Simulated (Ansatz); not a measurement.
**Si₂H₄ (triplet): wave-function methods side by side at distance Si1–H5 along a hydrogen transfer = 1.744 Å, cc-pVDZ**

One table from this session's results is given with a row withheld; the runs are named, their logs left out.

Method: cc-pVDZ, core rule «outside noble gas», up to 10 orbitals frozen; program: Ansatz 0.2.0, Gaussian basis.

To be run: UHF; CCSD(T) on ROHF; CCSD(T) on UHF; BCCD(T) on ROHF; CISD; CCSDT(Q) on ROHF; CCSDT(Q) on UHF; CASSCF and MRCISD+Q, 4 electrons in 4 orbitals; CASSCF and NEVPT2, 4 electrons in 4 orbitals.

7 further runs of the same task are left out: 2 for a mislabelled method, 3 that didn't finish, 2 set aside as unsound or not needed.

## The system

The geometry derives from fragments relaxed apart (PBE0/def2-TZVP) and kept rigid, so it is no stationary point. A hydrogen atom is moved between rigid fragments.

6 atoms, charge 0, spin multiplicity 3.

Atoms are counted from 1 here; the program's logs count them from 0.

Bond lengths: Si1–H2 1.485 Å, Si1–H3 1.485 Å, Si1–H4 1.485 Å, H5–Si6 1.635 Å. Angles: H2–Si1–H3 109.5°, H2–Si1–H4 109.5°, H3–Si1–H4 109.5°.

The first run:

Contents of in.yaml:

```yaml
crystal:
  periodic: [false, false, false]
  atoms:
    - {symbol: Si, position_ang: [-1.580697, 0.000000, 0.000000]}
    - {symbol: H, position_ang: [-2.075569, 1.399708, 0.000000]}
    - {symbol: H, position_ang: [-2.075569, -0.699854, 1.212183]}
    - {symbol: H, position_ang: [-2.075569, -0.699854, -1.212182]}
    - {symbol: H, position_ang: [0.163303, 0.000000, 0.000000]}
    - {symbol: Si, position_ang: [1.798303, 0.000000, 0.000000]}
basis:
  gaussian: {orbitals: cc-pVDZ}
magnetization: {spin_polarized: true, initial_magnetization: 2}
hamiltonian: {xc: hf}
output: {orbitals: {seedname: orbitals}}
```

The run is started by

```
ansatz run in.yaml --threads 1 --pin off --events-out ev --progress --plain --max-ram 2393MiB
```

Among the steps run: UHF; CCSD(T) on ROHF; CCSD(T) on UHF; BCCD(T) on ROHF; CISD; CCSDT(Q) on ROHF; CCSDT(Q) on UHF; CASSCF and MRCISD+Q, 4 electrons in 4 orbitals; CASSCF and NEVPT2, 4 electrons in 4 orbitals.

One of the session's tables, all rows but one given; the rest of the session is left out.

| method | from UCCSDT(Q) (kJ/mol) |
| --- | --- |
| ROHF | +611.9 |
| UHF | +598.4 |
| RMP2 | +143.9 |
| UMP2 | +145.0 |
| CISD | +72.6 |
| RCCSD | +18.9 |
| UCCSD | +18.6 |
| RCCSD(T) | +4.2 |
| UCCSD(T) | +4.2 |
| BCCD(T) | +4.1 |
| RCCSDT | +0.7 |
| UCCSDT | ? |
| RCCSDT(Q) | 0.0 |
| UCCSDT(Q) | 0 |
| CASSCF pair | +570.2 |
| NEVPT2 pair | +148.3 |
| MRCISD pair | +64.7 |
| MRCISD+Q pair | +3.0 |

**Question.** Estimate the row for UCCSDT.

The run gave: from UCCSDT(Q) (kJ/mol): +0.6. In the column «from UCCSDT(Q) (kJ/mol)» it lies between UCCSDT(Q) (0) and RCCSDT (+0.7).

To keep in mind: Restricted and unrestricted rows rest on different reference determinants; where their highest levels disagree by more than a few hundredths of an eV, they describe different states and don't form one ladder.
